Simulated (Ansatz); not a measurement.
Process, species as SMILES: P (PH3) + H+ → [PH4+]
B3LYP-D3(BJ)/def2-TZVP geometries, fixed; electronic energies without zero-point terms; positive where energy is released.

Effect of a fitting basis named in the input at PBE0/cc-pV(T+d)Z with Ansatz (a quantum-chemistry and plane-wave program), against the last row, where the proton affinity is 192.90 kcal/mol. The default fits or decomposes integrals by the program's own choice; accuracy: high also tightens integrals, grids and stops.

```csv
setting,largest shift of a total energy (mEh),shift of the proton affinity (kcal/mol)
fitting: def2-SV(P)-JKFIT,-0.035,0.002
fitting: def2-universal-JKFIT,-0.035,0.002
fitting: cc-pVTZ-JKFIT,-0.016,0.001
fitting: cc-pVQZ-JKFIT,0.000,0.000
fitting: cc-pV5Z-JKFIT,-0.001,0.000
accuracy: high,-0.006,0.000
accuracy: medium (default),0.000,0.000
```

Within 0.02 kcal/mol in the proton affinity: fitting: def2-SV(P)-JKFIT; fitting: def2-universal-JKFIT; fitting: cc-pVTZ-JKFIT; fitting: cc-pVQZ-JKFIT; fitting: cc-pV5Z-JKFIT; accuracy: high. The largest shift is 0.035 mEh in a total energy and 0.002 kcal/mol in the difference.
